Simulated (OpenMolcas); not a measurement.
# One shape, several levels: CH6B− ([BMeH3]-)

Wanted: a comparison of 6 runs (HF/STO-3G, HF/3-21G, HF/jul-cc-pV(D+d)Z, B3LYP/6-31G*, PBE0/def2-SVP, MP2/def2-SVP) of CH6B− ([BMeH3]-). 

The results are computed with OpenMolcas 26.06.

5 further runs of the same task are left out: 5 set aside as unsound or not needed.

## (1) Starting point

CH6B−: 8 atoms, total charge -1, spin state singlet. As SMILES, `[H][B-]([H])([H])C`. The shape is that of a GFN2-xTB optimisation.

Bond lengths: B1–C2 1.649 Å, C2–H3 1.096 Å, C2–H4 1.096 Å, C2–H5 1.096 Å, B1–H6 1.231 Å, B1–H7 1.231 Å, B1–H8 1.232 Å. Some angles: B1–C2–H3 112.2°, B1–C2–H4 112.2°, B1–C2–H5 112.2°, C2–B1–H6 110.2°, C2–B1–H7 110.2°, C2–B1–H8 110.2°, H3–C2–H4 106.6°, H3–C2–H5 106.6°, H4–C2–H5 106.6°, H6–B1–H7 108.7°.

## (2) Energy and gradient at HF/STO-3G (run 1)

test.inp

```
&GATEWAY
BASLIB = $CurrDir
COORD
8
angstrom
B       -0.002120       0.003030      -0.820260
C        0.002160      -0.002850       0.828840
H       -1.010180       0.041900       1.245300
H        0.550190       0.849940       1.244930
H        0.469650      -0.905360       1.238890
H        1.151450      -0.035240      -1.249110
H       -0.546150       1.024230      -1.240270
H       -0.615010      -0.975650      -1.248310
BASIS = STO-3G
GROUP = NoSym
&SEWARD
&SCF
CHARGE = -1
THRESHOLDS = 1e-10 1e-07 1e-07 1e-05
PRORBITALS = 1
&ALASKA
```

The basis set STO-3G is read from a file made from the Basis Set Exchange's data (not shown).

On the command line:

```bash
$ export MOLCAS_MEM=1860
$ pymolcas test.inp > test.log
```

Standard output:

```text
--- Start Module: gateway ---
[...]
--- Stop Module: gateway /rc=_RC_ALL_IS_WELL_ ---
[...]
      Basis functions           16
[...]
--- Start Module: scf ---
[...]
       Convergence after  11 Iterations
[...]
::    Total SCF energy                                -65.1402912439
[...]
      Total spin, S                                     0.0000000000
[...]
      Total electronic charge=   18.000000
      Total            charge=   -1.000000
[...]
      Dipole Moment (debye):
      Origin of the operator (angstrom)=    0.0001   -0.0000    0.0312
                   X=  8.1098E-03               Y= -1.1101E-02               Z=  3.3758E+00           Total=  3.3758E+00
      Center of Charge (angstrom)
[...]
--- Stop Module: scf /rc=_RC_ALL_IS_WELL_ ---
--- Start Module: alaska ---
[...]
 *              Molecular gradients               *
 **************************************************
  Irreducible representation: a
 ------------------------------------------------------------------------------------------
                              X                       Y                       Z
 ------------------------------------------------------------------------------------------
  B1                1.84947544005993E-05    6.95104686479278E-05    3.00586061284509E-02
  C2               -1.93904300389743E-04    2.56130548714736E-04    4.93503803024398E-03
  H3               -6.19435169838178E-03    2.82163145723810E-04   -4.51567604951242E-04
  H4                3.48506101354151E-03    5.29449790832048E-03   -3.25578471300769E-04
  H5                2.95636329181970E-03   -5.78629994590019E-03   -2.97895426533357E-04
  H6                2.69468893506501E-02   -8.83482805596636E-04   -1.13805995063918E-02
  H7               -1.26921245742491E-02    2.37203116956408E-02   -1.10885434292731E-02
  H8               -1.43264278373916E-02   -2.29528310155476E-02   -1.14494597202337E-02
[...]
--- Stop Module: alaska /rc=_RC_ALL_IS_WELL_ ---
[...]
```

Wall time 1.6 s (1 thread of Arm Neoverse V2, shared host); peak memory 0.37 GiB.

## (3) Energy and gradient at HF/3-21G (run 2)

mol.inp

```
* CH6B Hartree-Fock
>>> EXPORT MOLCAS_PRINT=2

&gateway
 baslib=$CurrDir
 basisset
 B.3-21G....
 B1 -0.002120 0.003030 -0.820260 angstrom
 End of Basis
 basisset
 C.3-21G....
 C2 0.002160 -0.002850 0.828840 angstrom
 End of Basis
 basisset
 H.3-21G....
 H3 -1.010180 0.041900 1.245300 angstrom
 H4 0.550190 0.849940 1.244930 angstrom
 H5 0.469650 -0.905360 1.238890 angstrom
 H6 1.151450 -0.035240 -1.249110 angstrom
 H7 -0.546150 1.024230 -1.240270 angstrom
 H8 -0.615010 -0.975650 -1.248310 angstrom
 End of Basis

&seward

&scf
 charge=-1
 thresholds=1e-10 1e-07 1e-07 1e-05
 prorbitals=0

&alaska
```

The basis set 3-21G is read from a file made from the Basis Set Exchange's data (not shown).

On the command line:

```bash
$ export MOLCAS_MEM=1860
$ pymolcas mol.inp > mol.log
```

Standard output:

```text
--- Start Module: gateway ---
[...]
--- Stop Module: gateway /rc=_RC_ALL_IS_WELL_ ---
[...]
      Basis functions           30
[...]
--- Start Module: scf ---
[...]
       Convergence after  13 Iterations
[...]
::    Total SCF energy                                -65.6412202248
[...]
      Total spin, S                                     0.0000000000
[...]
      Total electronic charge=   18.000000
      Total            charge=   -1.000000
[...]
      Dipole Moment (debye):
      Origin of the operator (angstrom)=    0.0001   -0.0000    0.0312
                   X=  8.2467E-03               Y= -1.1125E-02               Z=  3.5084E+00           Total=  3.5084E+00
      Center of Charge (angstrom)
[...]
--- Stop Module: scf /rc=_RC_ALL_IS_WELL_ ---
--- Start Module: alaska ---
[...]
 *              Molecular gradients               *
 **************************************************
  Irreducible representation: a
 ------------------------------------------------------------------------------------------
                              X                       Y                       Z
 ------------------------------------------------------------------------------------------
  B1               -4.80091337517561E-05    1.34895015893931E-04    1.97710367345683E-03
  C2               -1.70756389465179E-04    2.34439204321539E-04   -9.55675071879414E-03
  H3               -8.48713244114840E-05    1.60723001136481E-05    7.39708583101795E-05
  H4                1.64121335907041E-04    1.21826646769074E-04    1.75511838330422E-04
  H5                1.04946593009636E-04   -2.91659306622893E-04    2.18110375418967E-04
  H6               -4.37383528915336E-03    1.61403085561652E-04    2.38413369147039E-03
  H7                2.08098984054395E-03   -4.00317234990077E-03    2.41993433581988E-03
  H8                2.32741436732020E-03    3.62619540386211E-03    2.30798594598514E-03
[...]
--- Stop Module: alaska /rc=_RC_ALL_IS_WELL_ ---
[...]
```

It took 1.7 s on 1 thread of Arm Neoverse V2, shared host; peak memory 0.37 GiB.

Runs 3 to 5 aren't shown in full; the table further down has their settings and results.

## (4) The energy at MP2/def2-SVP (run 6)

job.input

```
* CH6B MP2
&GATEWAY
BasLib = $CurrDir
Coord
8
angstrom
B       -0.002120       0.003030      -0.820260
C        0.002160      -0.002850       0.828840
H       -1.010180       0.041900       1.245300
H        0.550190       0.849940       1.244930
H        0.469650      -0.905360       1.238890
H        1.151450      -0.035240      -1.249110
H       -0.546150       1.024230      -1.240270
H       -0.615010      -0.975650      -1.248310
Basis = def2-SVP
Group = NoSym
&SEWARD
&SCF
Charge = -1
Thresholds = 1e-10 1e-07 1e-07 1e-05
PrOrbitals = 1 1
&MBPT2
Frozen = 2
```

The basis set def2-SVP is read from a file made from the Basis Set Exchange's data (not shown).

On the command line:

```bash
$ export MOLCAS_MEM=1860
$ pymolcas job.input > job.log
```

Standard output:

```text
--- Start Module: gateway ---
[...]
--- Stop Module: gateway /rc=_RC_ALL_IS_WELL_ ---
[...]
      Basis functions           58
[...]
--- Start Module: scf ---
[...]
       Convergence after  14 Iterations
[...]
::    Total SCF energy                                -65.9684494884
[...]
      Total spin, S                                     0.0000000000
[...]
      Total electronic charge=   18.000000
      Total            charge=   -1.000000
[...]
      Dipole Moment (debye):
      Origin of the operator (angstrom)=    0.0001   -0.0000    0.0312
                   X=  8.4197E-03               Y= -1.1058E-02               Z=  3.5456E+00           Total=  3.5456E+00
      Center of Charge (angstrom)
[...]
--- Stop Module: scf /rc=_RC_ALL_IS_WELL_ ---
[...]
--- Start Module: mbpt2 ---
[...]
WARNING!
Default frozen orbitals as non valence orbitals is overwritten by user input.
Default values:   2
[...]
       Reference weight ( Cref**2 )         =        0.90833
::    Total MBPT2 energy                              -66.2445859342
[...]
      Total MBPT2 calculations                           0.07      0.08
--- Stop Module: mbpt2 /rc=_RC_ALL_IS_WELL_ ---
[...]
```

It took 2.4 s on 1 thread of Arm Neoverse V2, shared host; peak memory 0.39 GiB.

## (5) Overview of the runs

```tsv
run	level	integral approximation	task	energy (Eh)	HOMO energy (eV)	LUMO energy (eV)	HOMO–LUMO gap (eV)	wall time
1	HF/STO-3G	none	gradient	-65.140291	-2.27	25.24	27.51	1.6 s
2	HF/3-21G	none	gradient	-65.641220	-4.47	13.24	17.71	1.7 s
3	HF/jul-cc-pV(D+d)Z (Cholesky decomposition)	CD low	properties	-66.020442	-4.93	4.57	9.50	2.9 s
4	B3LYP/6-31G* (Cartesian functions)	none	gradient	-66.567904	-0.84	8.55	9.39	14 s
5	PBE0/def2-SVP	none	gradient	-66.422979	-1.38	7.32	8.71	19 s
6	MP2/def2-SVP	none	energy	-66.244586	-4.79	10.10	14.89	2.4 s
```

## (6) Results

```
                                                    quantity         value
                                         run 6: total energy  -66.24459 Eh
                  run 6: HOMO energy (Hartree–Fock orbitals)      -4.79 eV
                  run 6: LUMO energy (Hartree–Fock orbitals)      10.10 eV
run 6: HOMO–LUMO gap (to an unbound level, set by the basis)      14.89 eV
          run 6: correlation energy (2 core orbitals frozen)    -276.1 mEh
```

Over runs 1, 2, 3, 4, 5 the HOMO–LUMO gap runs from 8.71 eV (PBE0/def2-SVP) to 27.51 eV (HF/STO-3G). The two ends differ in method and basis. The empty levels of an anion lie above zero and hang on the basis. Totals of different functionals can't be ranked against each other. In run 1 the basis is minimal, so the values are rough. All runs together took 41 s, the longest 19 s.
